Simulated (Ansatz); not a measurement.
Consider the ligand exchange at the Al–Cl bond: `[AlH2][Cl]` + CH₃SH → `C[S][AlH2]` + HCl.

Calculated with Ansatz (gas phase, PBE0-D4/def2-TZVP geometries, no zero-point term in ΔE). CCSD(T)/CBS adds triple-zeta CCSD(T) − MP2 to the extrapolated MP2 energy (def2 sets, frozen cores). This one scheme is used for every species. Functionals use def2-TZVPP.

```json
{"level": "PBE-D4", "ΔE (kcal/mol)": "10.9", "difference from CCSD(T)/CBS": "-1.8"}
{"level": "r2SCAN-D4", "ΔE (kcal/mol)": "12.6", "difference from CCSD(T)/CBS": "-0.1"}
{"level": "B97M-V", "ΔE (kcal/mol)": "12.8", "difference from CCSD(T)/CBS": "0.1"}
{"level": "r2SCAN0-D4", "ΔE (kcal/mol)": "13.0", "difference from CCSD(T)/CBS": "0.3"}
{"level": "CAM-B3LYP-D4", "ΔE (kcal/mol)": "13.6", "difference from CCSD(T)/CBS": "0.9"}
{"level": "B2PLYP", "ΔE (kcal/mol)": "13.6", "difference from CCSD(T)/CBS": "0.9"}
{"level": "r2SCANh", "ΔE (kcal/mol)": "12.9", "difference from CCSD(T)/CBS": "0.2"}
{"level": "CAM-B3LYP", "ΔE (kcal/mol)": "14.3", "difference from CCSD(T)/CBS": "1.6"}
{"level": "CCSD/def2-TZVPP", "ΔE (kcal/mol)": "13.3", "difference from CCSD(T)/CBS": "0.6"}
{"level": "MP2/def2-QZVPP", "ΔE (kcal/mol)": "12.9", "difference from CCSD(T)/CBS": "0.2"}
{"level": "CCSD(T)/CBS", "ΔE (kcal/mol)": "12.7", "difference from CCSD(T)/CBS": "0"}
```

Largest T1 diagnostic among the species: 0.011.

In def2-TZVPP, CCSD(T) changes the Hartree–Fock value by −4.2 kcal/mol (the triples alone add −0.8 kcal/mol) and MP2 by −4.0 kcal/mol. From BLYP to BHLYP (50 % exact exchange), in def2-TZVPP and without D4, ΔE moves by +1.6 kcal/mol.
